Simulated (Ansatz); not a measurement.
A nudged elastic band was laid between two geometries of AlH3O2 (6 atoms, charge 0, multiplicity 1).

Method: RKS B3LYP/def2-mTZVP (Ansatz).

```
movable images  : 7
climbing image  : yes
spring          : 5.0 eV/Å²
optimiser       : quadratic models (default)
start path      : through a guess of the saddle point
force threshold : 0.03 eV/Å
iteration limit : 60
end points      : relaxed
```

Image 0:

```xyz
6
Properties=species:S:1:pos:R:3
Al 0.252 -0.287 0.278
H 0.059 -0.200 1.840
O 1.783 -0.364 -0.457
H 2.607 -0.358 0.039
O -1.053 -0.313 -0.811
H -1.973 -0.276 -0.534
```

Image 8:

```xyz
6
Properties=species:S:1:pos:R:3
Al -0.594 0.785 0.557
H 1.837 -0.528 1.300
O 1.468 -0.119 0.502
H 1.201 -0.842 -0.098
O -0.727 -0.472 -0.682
H -1.511 -0.622 -1.222
```

What changes between the two ends?

Bonds broken: Al1–H2, Al1–O3. Bonds formed: H2–O3.

Give the energies along the band, and the barrier.

The forces met the threshold. The highest image is number 4 of 0 to 8, 288.9 kJ/mol above the first end and 138.3 kJ/mol above the last; the last end lies 150.6 kJ/mol above the first. Neighbouring images differ by up to 1.2 eV, so the band resolves the path poorly. A vibrational analysis at the climbing image gives one clearly imaginary mode, 1478i cm⁻¹: a first-order saddle point. The orbitals stay closed-shell, which can raise the energy where a bond breaks towards radicals; this wasn't checked here.

```tsv
image	path coordinate (Å)	energy (kJ/mol)	Al1–H2 (Å)	Al1–O3 (Å)	H2–O3 (Å)
0	0.00	0.0	1.58	1.70	2.88
1	0.52	11.4	1.57	1.70	2.79
2	1.04	56.2	1.57	1.69	2.45
3	1.56	175.9	1.60	1.72	1.91
4	2.07	288.9	1.74	1.84	1.36
5	2.58	195.1	2.14	2.08	1.00
6	3.08	164.5	2.59	2.22	0.97
7	3.58	154.5	2.78	2.23	0.97
8	4.09	150.6	2.86	2.25	0.97
```

What is the geometry of the highest image?


```xyz
6
Properties=species:S:1:pos:R:3
Al -0.193 0.029 0.516
H 1.211 -0.078 1.530
O 1.626 -0.047 0.238
H 2.150 -0.795 -0.112
O -1.081 -0.433 -0.874
H -2.040 -0.475 -0.941
```

The run took 2.7 min on 1 thread of Arm Neoverse V2, on a shared host, peak memory 0.13 GiB.
